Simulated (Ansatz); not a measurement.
Results of LDA (Ansatz, a program for electronic structure, PAW) for B20 (FeSi-type) FeSi.

Settings: plane-wave cutoff 500 eV, 10×10×10 k mesh, Fermi–Dirac smearing 0.05 eV, no spin polarisation, scalar-relativistic PAW data made under PBE.

Computed at the level's own relaxed cell.

Question: Give the computed equilibrium volume per atom, lattice constant a and band gap.

Answer: 
- equilibrium volume per atom = 10.42 Å³/atom
- lattice constant a = 4.369 Å
- band gap = 0.14 eV (under three smearing widths, so not firm)

Measured, for comparison: band gap 0.05 eV (temperature not stated, no zero-point or thermal correction, indirect, transport; lower end of the printed range; as tabulated in Tomczak (2018), arXiv:1802.07220); equilibrium volume per atom 11.26 Å³/atom, lattice constant a 4.483 Å (temperature not stated, no zero-point or thermal correction; as tabulated in Wikipedia's data pages). Computed (rounded) less measured: equilibrium volume per atom -7.5 %, lattice constant a -2.5 %.

Computed values are for the static lattice.
